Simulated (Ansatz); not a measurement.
**CH₅BO: basis-set convergence**

Aim: see how fast density functionals converge with the basis set for CH₅BO.

Method: one geometry, several basis sets; program: Ansatz 0.2.0, Gaussian basis.

Plan: PBE0-D4/def2-SVP; ωB97M-V/def2-SVP; PBE0-D4/def2-QZVPP; ωB97M-V/def2-QZVPP; the functionals' def2-TZVPP values are taken from earlier runs.

1 further run of the same task is left out (it didn't finish).

## Step 1: Structure used throughout

All runs share one geometry, relaxed beforehand with PBE0-D4 in a triple-zeta def2 set.

8 atoms, charge 0, spin multiplicity 1.

Atoms are counted from 1 here; the program's logs count them from 0.

Bond lengths: B1–O2 1.339 Å, B1–H4 1.204 Å, B1–H5 1.197 Å, O2–C3 1.413 Å, C3–H6 1.094 Å, C3–H7 1.092 Å, C3–H8 1.092 Å. Angles: O2–B1–H4 120.2°, O2–B1–H5 116.9°, H4–B1–H5 122.9°, B1–O2–C3 122.3°, O2–C3–H6 111.3°, O2–C3–H7 108.8°, O2–C3–H8 108.9°, H6–C3–H7 109.6°, H6–C3–H8 109.6°, H7–C3–H8 108.7°.

## Step 2: PBE0-D4 in def2-SVP

in.yaml reads:

```yaml
crystal:
  periodic: [false, false, false]
  atoms:
    - {symbol: B, position_ang: [-0.618958, 0.827451, -0.859355]}
    - {symbol: O, position_ang: [0.526860, 0.427746, -0.294134]}
    - {symbol: C, position_ang: [0.577916, -0.627647, 0.644658]}
    - {symbol: H, position_ang: [-1.655678, 0.285896, -0.574806]}
    - {symbol: H, position_ang: [-0.550898, 1.730637, -1.641185]}
    - {symbol: H, position_ang: [-0.416150, -1.046529, 0.825004]}
    - {symbol: H, position_ang: [1.239449, -1.407596, 0.262722]}
    - {symbol: H, position_ang: [0.989560, -0.246959, 1.581394]}
basis:
  gaussian: {orbitals: def2-SVP}
hamiltonian: {xc: pbe0, dispersion: d4}
output: {orbitals: {seedname: orbitals}}
```

Started as:

```bash
$ ansatz run in.yaml --threads 4 --pin off --events-out ev --progress --plain --max-ram 10444MiB
```

After this run come: ωB97M-V in def2-SVP; PBE0-D4 in def2-QZVPP; ωB97M-V in def2-QZVPP.

Before running them: what should the planned runs give, taken together? Wanted: PBE0-D4: double and triple zeta above quadruple; ωB97M-V: double and triple zeta above quadruple.

The runs gave:

```
                                       quantity          value
PBE0-D4: double and triple zeta above quadruple  4.64, 0.23 eV
ωB97M-V: double and triple zeta above quadruple  4.84, 0.23 eV
```

**Reading.** PBE0-D4 gains 4.41 eV from double to triple zeta, then 0.23 eV more. These are total energies; as a rule much of such shifts cancels in differences, which this series doesn't test. The LUMO of ωB97M-V is positive and keeps falling with the basis (1.99 to 1.21 eV): an unbound level that the basis holds in place.
